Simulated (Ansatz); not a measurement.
**SiNH₅ (singlet): the correlation ladder, cc-pVDZ**

An exercise on one series of results from a longer session: the logs are not shown, and one member is left open.

Program: Ansatz 0.2.0, Gaussian basis. Level of theory: cc-pVDZ, core rule «outside noble gas», up to 6 orbitals frozen. These are calculated values, not measurements.

Plan: UHF; CCSD(T) on RHF; BCCD(T) on RHF; CISD; CCSDT(Q) on RHF; CASSCF and NEVPT2, 8 electrons in 8 orbitals.

11 further runs of the same task are left out: 3 that didn't finish, 8 set aside as unsound or not needed.

## The system

The geometry is a PBE0/def2-TZVP stationary point (not a proven minimum).

7 atoms, charge 0, spin multiplicity 1.

Atoms are counted from 1 here; the program's logs count them from 0.

Bond lengths: Si1–N2 1.720 Å, Si1–H3 1.486 Å, Si1–H4 1.486 Å, Si1–H5 1.494 Å, N2–H6 1.007 Å, N2–H7 1.007 Å. Angles: N2–Si1–H3 107.9°, N2–Si1–H4 107.9°, N2–Si1–H5 116.0°, H3–Si1–H4 110.5°, H3–Si1–H5 107.3°, H4–Si1–H5 107.3°, Si1–N2–H6 119.6°, Si1–N2–H7 119.6°, H6–N2–H7 110.6°.

The first run:

in.yaml

```yaml
crystal:
  periodic: [false, false, false]
  atoms:
    - {symbol: Si, position_ang: [-0.011347, 0.000000, 0.572608]}
    - {symbol: N, position_ang: [0.053849, 0.000000, -1.146526]}
    - {symbol: H, position_ang: [0.684273, -1.220684, 1.055828]}
    - {symbol: H, position_ang: [0.684271, 1.220686, 1.055828]}
    - {symbol: H, position_ang: [-1.378529, -0.000001, 1.175249]}
    - {symbol: H, position_ang: [-0.211071, -0.828320, -1.654829]}
    - {symbol: H, position_ang: [-0.211072, 0.828319, -1.654829]}
basis:
  gaussian: {orbitals: cc-pVDZ}
magnetization: {spin_polarized: true, initial_magnetization: 0}
hamiltonian: {xc: hf}
output: {orbitals: {seedname: orbitals}}
```

The run is started by

```sh
> ansatz run in.yaml --threads 1 --pin off --events-out ev --progress --plain --max-ram 2176MiB
```

Among the steps run: UHF; CCSD(T) on RHF; BCCD(T) on RHF; CISD; CCSDT(Q) on RHF; CASSCF and NEVPT2, 8 electrons in 8 orbitals.

One of the session's tables, all rows but one given; the rest of the session is left out.

| method | from RCCSDT(Q) (meV) |
| --- | --- |
| RHF | ? |
| RMP2 | +1167.7 |
| CISD | +962.0 |
| RCCSD | +217.6 |
| RCCSD(T) | +32.8 |
| BCCD(T) | +32.0 |
| RCCSDT | +14.3 |
| RCCSDT(Q) | 0 |
| CASSCF frontier | +5945.1 |
| NEVPT2 frontier | +1380.5 |

**Question.** Estimate the row for RHF.

As computed: from RCCSDT(Q) (meV): +8841.4. In the column «from RCCSDT(Q) (meV)» it is the highest.

With the free atoms at the same levels and basis (separate runs), the atomisation energy is 20.131 eV at RCCSDT(Q), 20.115 eV at RCCSD(T), 15.453 eV at RHF.
